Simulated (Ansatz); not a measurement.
Cost and result for the atomization energy of CH$_{4}$BF, SMILES `CBF` (7 atoms, 6 bonds).

Total charge 0; spin multiplicity 1. All single points use the PBE0-D4/def2-TZVP geometry. Program: Ansatz. Hardware: A = 2 threads of an AMD EPYC 7R13 on a shared host; B = 2 threads of an AMD EPYC 7R13 on a shared host and a share of an NVIDIA H100 80 GB. Times are those of one run each, without the atoms' runs, and a repeat can differ threefold. Electronic energies, without spin–orbit coupling; frozen cores. CCSD(T)/CBS extrapolates def2-TZVPP and def2-QZVPP, and its time is that of the two runs behind it. T1 = 0.012. B3LYP takes the VWN-RPA correlation (the form of Gaussian; ORCA's B3LYP/G).

CCSD(T)/CBS is a level of theory with its own doubt, some kJ/mol a heavy atom from the limit and from the frozen cores, so smaller differences don't rank the functionals.

| level | functions | wall time |
| --- | --- | --- |
| LDA (SPW92)/def2-TZVPP [A] | 149 | 0.87 s |
| revPBE-D4/def2-TZVPP [A] | 149 | 1.1 s |
| CCSD(T)/def2-SVP [A] | 62 | 1.3 s |
| BLYP-D4/def2-TZVPP [A] | 149 | 1.5 s |
| CAM-B3LYP-D4/def2-TZVPP [A] | 149 | 1.5 s |
| PBE0-D4/def2-TZVPP [A] | 149 | 1.7 s |
| B3LYP-D4/def2-TZVPP (with forces) [A] | 149 | 2.1 s |
| r2SCAN-D4/def2-TZVPP (with forces) [A] | 149 | 2.3 s |
| B2PLYP/def2-TZVPP [A] | 149 | 2.6 s |
| PBE-QIDH/def2-TZVPP [A] | 149 | 2.7 s |
| CCSD(T)/def2-TZVPP [A] | 149 | 12 s |
| CCSD(T)/def2-QZVPP [B] | 291 | 14 s |
| CCSD(T)/CBS(def2) | – | 26 s |

What atomization energy does each give, and how far from CCSD(T)/CBS? (Best estimate.)

The calculation gave: 
```tsv
level	atomization (kJ/mol)	difference from CCSD(T)/CBS	per bond
LDA (SPW92)/def2-TZVPP [A]	3079.9	356.6	59.4
revPBE-D4/def2-TZVPP [A]	2709.2	-14.1	-2.3
CCSD(T)/def2-SVP [A]	2628.2	-95.1	-15.8
BLYP-D4/def2-TZVPP [A]	2729.6	6.3	1.0
CAM-B3LYP-D4/def2-TZVPP [A]	2756.5	33.2	5.5
PBE0-D4/def2-TZVPP [A]	2736.7	13.4	2.2
B3LYP-D4/def2-TZVPP (with forces) [A]	2739.7	16.4	2.7
r2SCAN-D4/def2-TZVPP (with forces) [A]	2746.4	23.1	3.8
B2PLYP/def2-TZVPP [A]	2719.6	-3.7	-0.6
PBE-QIDH/def2-TZVPP [A]	2724.3	1.0	0.2
CCSD(T)/def2-TZVPP [A]	2672.0	-51.3	-8.5
CCSD(T)/def2-QZVPP [B]	2702.4	-20.9	-3.5
CCSD(T)/CBS(def2)	2723.3	0.0	0.0
```

From BLYP to BHLYP (50 % exact exchange), in def2-TZVPP and without D4, the atomization energy moves by −42.8 kJ/mol: exact exchange takes away binding that semilocal exchange gives to molecules. Leaving LDA and LC-ωPBE aside and taking each functional with its dispersion term where it has one, the values, not all of them listed here, spread over 94.8 kJ/mol, from BHLYP-D4 to PBE-D4. LDA lies +313.2 kJ/mol from PBE without D4, its usual overbinding. In def2-TZVPP, CCSD(T) changes the Hartree–Fock value by +534.9 kJ/mol (the triples alone add +27.7 kJ/mol) and MP2 by +580.9 kJ/mol; breaking electron pairs costs correlation energy, which Hartree–Fock lacks.
